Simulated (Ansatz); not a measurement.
# C3H5FO2: the cost of one run

Program: Ansatz 0.2.0. Level of theory: RKS PBE0-D4/STO-3G. These are calculated values, not measurements.

## (1) Starting point

Bond lengths: O1–C2 1.445 Å, C2–F3 1.325 Å, C2–C4 1.503 Å, C4–O5 1.439 Å, C2–C6 1.563 Å, O5–C6 1.435 Å, O1–H7 1.019 Å, C4–H8 1.125 Å, C4–H9 1.120 Å, C6–H10 1.101 Å, C6–H11 1.070 Å. Angles (14 of 20 angles, heavy atoms first): O1–C2–F3 107.2°, O1–C2–C4 120.2°, O1–C2–C6 117.1°, F3–C2–C4 113.8°, F3–C2–C6 115.6°, C4–C2–C6 81.6°, C2–C4–O5 93.3°, C4–O5–C6 88.4°, C2–C6–O5 91.0°, C2–O1–H7 100.2°, C2–C4–H8 113.6°, C2–C4–H9 120.8°, O5–C4–H8 107.9°, O5–C4–H9 114.4°.

Coordinates:

```xyz
11

O    -0.2915   -1.5682   -0.9551
C     0.2855   -0.6555    0.0047
F     1.2378   -1.3135    0.6487
C    -0.6032    0.1580    0.9030
O    -0.4974    1.3347    0.0820
C     0.6784    0.7660   -0.5119
H    -0.9944   -0.9639   -1.3776
H    -1.6783   -0.1745    0.8947
H    -0.3381    0.3199    1.9788
H     1.6030    1.1682   -0.0706
H     0.6635    0.8718   -1.5761
```

## (2) Preparing the start

Contents of input.yaml:

```yaml
crystal:
  periodic: [false, false, false]
  atoms:
    - { symbol: O, position_ang: [-0.2915, -1.5682, -0.9551] }
    - { symbol: C, position_ang: [0.2855, -0.6555, 0.0047] }
    - { symbol: F, position_ang: [1.2378, -1.3135, 0.6487] }
    - { symbol: C, position_ang: [-0.6032, 0.158, 0.903] }
    - { symbol: O, position_ang: [-0.4974, 1.3347, 0.082] }
    - { symbol: C, position_ang: [0.6784, 0.766, -0.5119] }
    - { symbol: H, position_ang: [-0.9944, -0.9639, -1.3776] }
    - { symbol: H, position_ang: [-1.6783, -0.1745, 0.8947] }
    - { symbol: H, position_ang: [-0.3381, 0.3199, 1.9788] }
    - { symbol: H, position_ang: [1.603, 1.1682, -0.0706] }
    - { symbol: H, position_ang: [0.6635, 0.8718, -1.5761] }
basis:
  gaussian: { orbitals: STO-3G }
hamiltonian:
  xc: pbe0
  dispersion: d4
relax:
  f_tol: 0.02
  max_steps: 40
scf:
  lower_state_search: "off"
```

On the command line:

```sh
ansatz run input.yaml --threads 1 --pin off --max-ram 2048MiB --backend cpu --events-out ev --progress --plain --runs-dir out
```

**Question.** How long does this run take on 1 thread of Arm Neoverse V2, shared host, and how much memory does it need?

About 16 s, with a peak of 0.12 GiB.
